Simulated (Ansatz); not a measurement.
# Isomers

Structures of CH₅OS (charge +1), singlet, relaxed at PBE0-D4/def2-TZVP (vibrations not checked; lower isomers may exist, and structures with a doubtful reference or unclear bonds are left out). Ansatz 0.2.0; basis: def2-TZVPP; cores frozen in the correlated methods. B3LYP uses VWN-RPA correlation.

(1) Rank them by CCSD(T) energy, lowest first, and give each one's height above the lowest. Links in brackets join atoms within 1.22 times the sum of their covalent radii (1.1 for two metals). (To be estimated.)
A.
CH₅OS ([OH][CH2][SH2]), total charge +1
```
8
angstrom
O -1.5244 0.6406 -0.0603
C -0.2010 0.7853 0.0913
S 0.7662 -0.8742 -0.1650
H -1.8254 0.8848 -0.9442
H 0.3115 1.4617 -0.5971
H 0.0599 0.9998 1.1290
H 0.2608 -1.2210 -1.3690
H -0.0999 -1.6517 0.5227
```
B.
CH₅OS ([CH3][OH][SH]), total charge +1
```
8
angstrom
C -0.5679 0.6745 -0.3304
O 0.7395 0.0369 -0.0295
S 0.9580 -0.9437 1.3747
H -1.2678 -0.0999 -0.6366
H -0.3626 1.3946 -1.1198
H -0.8632 1.1619 0.5939
H 1.2206 -0.2859 -0.8110
H 0.1434 -1.9384 0.9588
```
C.
CH₅OS ([CH3][S][OH2]), total charge +1
```
8
angstrom
C -0.7401 0.8536 -0.4124
S 0.7920 0.0414 -0.7231
O 0.7846 -1.0984 0.6731
H -1.5983 0.1900 -0.5070
H -0.7605 1.5614 -1.2579
H -0.7340 1.4309 0.5108
H 0.7477 -2.0359 0.4101
H 1.5086 -0.9430 1.3064
```

(2) Do PBE-D4, r2SCAN-D4, PBE0-D4, B3LYP-D4, wB97M-V, HF, MP2 give the same order? (Judge from chemistry; the calculation decides.)

The T1 diagnostic stays at or below 0.013.

For scale, one of the runs: CCSD(T)/def2-TZVPP, 174 basis functions, launched by `ansatz run in.yaml --threads 2 --pin off --events-out ev --progress --plain --max-ram 4352MiB`. Time: 48 s of wall clock on 2 CPU threads of an Arm Neoverse N1; the host was shared. Peak host memory: 1.5 GiB.

Answers

(1) The calculation gives: A (0.0 kJ/mol), C (62.5 kJ/mol), B (105.0 kJ/mol). Heights count from the lowest.

(2) The calculation gives: All do.
